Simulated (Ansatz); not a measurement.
Ansatz input

```yaml
crystal:
  lattice:
    - [2.2318503322, -3.7932284539, 0.0]
    - [2.2318503322, 3.7932284539, 0.0]
    - [0.0, 0.0, 4.5346410363]
  atoms:
    - { symbol: Ga, position: [0.8442341898, 0.1557658102, 0.0855794265] }
    - { symbol: Ga, position: [0.6557658102, 0.3442341898, 0.5855794265] }
    - { symbol: Ga, position: [0.1557658102, 0.8442341898, 0.9144205735] }
    - { symbol: Ga, position: [0.3442341898, 0.6557658102, 0.4144205735] }
hamiltonian:
  xc: r2scan
  pseudopotentials:
    kind: paw
    azcp:
      Ga: "pseudopotentials/Ga.paw.azcp"
basis:
  ecutwfc: 500
  fft_grid_basis: typed
kpoints:
  mp_grid: { grid: [11, 11, 9], shift: [0, 0, 0] }
magnetization:
  spin_polarized: false
scf:
  occupations: { method: fermi_dirac, width: 0.1 }
```

and its output:

```
Engine: ansatz 0.2.0, x86_64-unknown-linux-gnu
Pseudopotentials: kind: paw
Pseudopotential: Ga, paw, valence charge 13, recommended cutoff 500 eV (meta_gga) 
Functional definition: r2SCAN
  parameter k0 = 0.174
  parameter k1 = 0.065
  parameter a1 = 4.9479
  exchange = r2scan_x(k0 = k0, k1 = k1, a1 = a1)
  correlation = r2scan_c
Crystal: 4 atoms, lattice volume = 76.780 Å³
Basis set: ecut = 500 eV, 1945 PW (Γ), exchange–correlation on 144×144×144 points (64 copies of the dense FFT grid, shifted against one another)
Bands: 30, of which v1, the nominal top of the filled ones, is band 26 counted from 1 (25 counted from 0)
Symmetry: 8 space group operations
Space group: Cmce (ITA 64), of the structure as read, at distance tolerance 4.3e-5 Å
k-points: 180 of 1089
Non-local potential: Ga, projectors of the file, l = 0: 2, l = 1: 2, l = 2: 3, l = 3: 1
PAW form: soft (Blöchl's): semilocal exchange-correlation on the pseudo side does not see the compensation charge
PAW frozen core: Ga, regenerated for the run's functional (the file was generated under x = pbe(κ = 0.804, μ = 0.2195149727645171), c = pbe(β = 0.06672455060314922))
PAW one-centre angular grid: Ga, 590 points (default); XC on 160 Gauss nodes
Initial density: superposition of atomic densities (neutral atoms: chi_scale 0, normalization atom), corrected by the library's trained network
Initial wavefunctions: pseudopotential atomic-orbital guess
Functional: x = r2scan, c = r2scan; τ floored in thin density (d = 2e-4 eV/Å³)
SCF iter   1: F=—  HF=-15161.060667 eV  |F-HF|=—  |Δ(HF+E_count)|=         —  Δρ=1.12e-2  dr2=4.07e-2  dr2_τ=4.97e-3  ethr=1.77e-3  ⟨swp⟩=5.4  Hψ=21066  notcnv=0
SCF iter   2: F=—  HF=-15161.084305 eV  |F-HF|=—  |Δ(HF+E_count)|=   2.36e-2  Δρ=3.06e-3  dr2=4.57e-3  dr2_τ=1.20e-4  ethr=7.83e-5  ⟨swp⟩=2.0  Hψ=12240  notcnv=0
SCF iter   3: F=—  HF=-15161.083677 eV  |F-HF|=—  |Δ(HF+E_count)|=   6.27e-4  Δρ=2.60e-3  dr2=3.16e-3  dr2_τ=1.01e-5  ethr=8.79e-6  ⟨swp⟩=2.0  Hψ=9000  notcnv=0
SCF iter   4: F=—  HF=-15161.083298 eV  |F-HF|=—  |Δ(HF+E_count)|=   3.79e-4  Δρ=8.35e-4  dr2=4.53e-4  dr2_τ=1.70e-6  ethr=6.09e-6  ⟨swp⟩=2.2  Hψ=7367  notcnv=0
SCF iter   5: F=—  HF=-15161.083287 eV  |F-HF|=—  |Δ(HF+E_count)|=   1.16e-5  Δρ=2.28e-4  dr2=3.77e-5  dr2_τ=9.92e-8  ethr=8.71e-7  ⟨swp⟩=3.0  Hψ=10112  notcnv=0
SCF iter   6: F=—  HF=-15161.083287 eV  |F-HF|=—  |Δ(HF+E_count)|=   3.59e-7  Δρ=2.63e-5  dr2=8.24e-7  dr2_τ=1.10e-8  ethr=7.25e-8  ⟨swp⟩=2.0  Hψ=6570  notcnv=0
SCF iter   7: F=-15161.083287 eV  HF=-15161.083287 eV  |F-HF|=2.07e-8  |Δ(HF+E_count)|=   1.52e-7  Δρ=5.84e-6  dr2=5.15e-8  dr2_τ=2.82e-10  ethr=1.92e-10  ⟨swp⟩=3.0  Hψ=15479  notcnv=0
SCF 1 converged in 7 iterations: F = -15161.083287 eV  dr2 = 5.15e-8
SCF converged after 7 iterations
Free energy (F): -15161.083287 eV
Harris-Foulkes:  -15161.083287 eV  (|F-HF|=2.07e-8)
Internal energy: -15161.058764 eV  (E = F + TS)
E sigma→0 (E₀):  -15161.071025 eV
Entropy (-TS):   -0.024523 eV (-6.131 meV/atom)
Fermi energy:    9.199886 eV
--- Per-component energies (eV) ---
  E_band       = -196.630413
  E_kinetic    = 459.877949
  E_local      = -7550.898307  (includes V_loc(G=0)·N_el)
  E_nonlocal   = 1698.981649
  E_hartree    = 3552.081682
  E_xc         = -250.458815
  E_vxc        = -239.935973  (∫ρ·V_xc dr)
  E_paw        = -8005.126465  (= ΣΔE_a)
  E_vpaw       = -1681.883859  (= ΣTr[D̂ρ^β])
  E_aug_tail   = -0.000185  (compensation charges beyond the density's cutoff)
  E_vtau       = 13.076176  (kinetic-family band-sum trace: ∫τ·v_τ [+ j·A + Jᵃ·Aᵃ] dr)
  E_ewald      = -5062.903993
  E_core_change = -2.612279  (= ΣΔE_core)
  E_smearing   = -0.024523  (= −TS)
  E_closure    = -0.000000  (closes the sum)
  Σ components = -15161.083287   (vs F -15161.083287, Δ=0.00e0)
```
